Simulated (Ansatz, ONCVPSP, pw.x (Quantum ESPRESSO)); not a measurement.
Cl: one change to the ONCV potential, in the atom and in the fcc crystal

chlorine, optimised norm-conserving Vanderbilt (ONCV), made with ONCVPSP 4.0.1.1 (patched build) (PBEsol, scalar-relativistic). Core [Ne], reference 3s2 3p5. Waves: 3s: rc 1.10 bohr, ncon 3, nbas 7, qcut 5.2 1/bohr, 1 projector; 3p: rc 1.50 bohr, ncon 3, nbas 7, qcut 6.4 1/bohr, 3 projectors, debl 3.4 Ha; d scattering state at 0.44 Ha: rc 1.35 bohr, ncon 4, nbas 7, qcut 6.9 1/bohr, 2 projectors, debl 1.4 Ha. Local part: polynomial inside 1.10 bohr (lpopt 5, dvloc0 0 Ha). Core correction: none.

Change: local potential polynomial inside 1.10 bohr (lpopt 5, dvloc0 5.5 Ha).

Cutoffs, loose and tight: the cutoffs (Ha) at which the residual kinetic energy of the hardest occupied pseudo-wave falls to 1 and 0.1 mHa per electron. They do not see the model core or the augmentation charge, which bear on the density cutoff. Test errors are all-electron minus pseudo excitation energies from the reference, over the configurations 3s2 3p4; 3s2 3p3; 3s2 3p2; 3s1 3p6; variants that change the core or the reference have their own tests.

Crystal test: fcc Cl in pw.x 7.5, no spin, 13³ k-points, Fermi–Dirac smearing 0.01 Ry, cutoffs set for each file from its atomic test. The reference is all-electron LAPW (Ansatz 0.2.0) with the same functional, mesh and smearing; V0 and B0 come from Birch–Murnaghan fits to the pressures at five volumes. Errors are pseudo minus all-electron; Δ is the rms difference of the E(V) curves that follow from these fits, minima aligned, over ±6 % about the mean V0. Mesh and smearing are coarse, so the numbers serve the comparison and aren't converged zero-temperature values; the lattice is a test structure that the element need not adopt.

All-electron: a0 = 4.256 Å (V0 = 19.28 Å³/atom), B0 = 41.8 GPa.

Does the change bring the crystal closer to the all-electron result?

The mean pressure error goes from -0.11 to -0.06 GPa, so the change moves the solid closer to the all-electron pressures. At 80 % of its cutoff the pressure of the base moves by -0.14 GPa. At 80 % of its cutoff the pressure of the changed file moves by -0.13 GPa.

```
                       quantity       base    changed
                 outcome (atom)  generated  generated
           cutoff, loose (atom)      18 Ha      18 Ha
           cutoff, tight (atom)      58 Ha      58 Ha
            bound ghosts (atom)       none       none
largest test error (meV) (atom)        +79        +68
           cutoffs in pw.x (Ry)    135/540    135/540
                         a0 (Å)      4.253      4.254
                   a0 error (%)      -0.09      -0.05
                   B0 error (%)       +0.6       +0.4
                   Δ (meV/atom)        0.5        0.2
      mean pressure error (GPa)      -0.11      -0.06
```
